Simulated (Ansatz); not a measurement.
in.yaml

```yaml
crystal:
  periodic: [false, false, false]
  atoms:
    - {symbol: Br, position_ang: [0.000000, 0.000000, -1.759000]}
    - {symbol: H, position_ang: [0.000000, 0.000000, -0.013000]}
    - {symbol: Cl, position_ang: [0.000000, 0.000000, 1.772000]}
basis:
  gaussian: {orbitals: cc-pVDZ}
magnetization: {spin_polarized: false, initial_magnetization: 1}
correlation: {method: sc_nevpt2, electrons: outside_noble_gas, active_space: {window: {electrons: 1, orbitals: 2}}}
accuracy: high
```

```sh
$ ansatz run in.yaml --threads 1 --pin off --events-out ev --progress --plain --max-ram 2393MiB
```

Output:

```
927 factors; integrals over basis functions are off by at most 4.6e-9 eV
mean field evaluation 1: about -82513.7889 eV, gradient 1.8e1 eV
mean field evaluation 2: about -82513.7988 eV, gradient 1.8e1 eV
mean field evaluation 4: about -82514.6230 eV, gradient 1.1e1 eV
mean field evaluation 8: about -82515.1601 eV, gradient 5.0e-1 eV
mean field evaluation 16: about -82515.1638 eV, gradient 1.8e-8 eV
mean field evaluation 32: about -82515.5356 eV, gradient 1.5e-8 eV
mean field evaluation 64: about -82515.1638 eV, gradient 3.0e-3 eV
mean field evaluation 96: about -82515.4677 eV, gradient 1.0e-4 eV
mean field evaluation 128: about -82511.0894 eV, gradient 3.1e1 eV
mean field evaluation 160: about -82515.3946 eV, gradient 3.9e0 eV
mean field -82515.53560141 eV, -3032.3900023130 hartree, gradient 2.4e-8 eV, S^2 0.750000; 10 other end points of the search recorded, 0 dependent functions left out
reference -82515.53560141 eV, -3032.3900023130 hartree; 27, 26 occupied and 23, 24 virtual orbitals, 927 factors
state -82515.53560141 eV, -3032.3900023130 hartree
state -82515.53560141 eV, -3032.3900023130 hartree; corrected -82522.31681079 eV, -3032.6392071613 hartree
state -82515.16379155 eV, -3032.3763385525 hartree
state -82515.16379155 eV, -3032.3763385525 hartree; corrected -82522.06441691 eV, -3032.6299318572 hartree
state -82515.53560141 eV, -3032.3900023130 hartree; corrected -82522.31681079 eV, -3032.6392071613 hartree
state -82515.46765126 eV, -3032.3875051910 hartree
state -82515.46765126 eV, -3032.3875051910 hartree; corrected -82522.48786586 eV, -3032.6454933190 hartree
state -82515.46765126 eV, -3032.3875051910 hartree; corrected -82522.48786586 eV, -3032.6454933190 hartree
WARN: 1 active orbitals are nearly empty or full. The corrections depend on them more than the energy does, and are more stable in an active space without them
WARN: the results are in doubt because another end's mean lies 0.068 eV lower, and its corrected mean 0.171 eV higher
Total energy: -82522.48786586 eV, -3032.6454933190 hartree
In doubt: another end's mean lies 0.068 eV lower, and its corrected mean 0.171 eV higher
```

Natural occupations: 1.0000 0.0000.

Ran on 1 thread of Intel Xeon Platinum 8488C, shared host: 19 s wall, 0.17 GiB peak host memory.
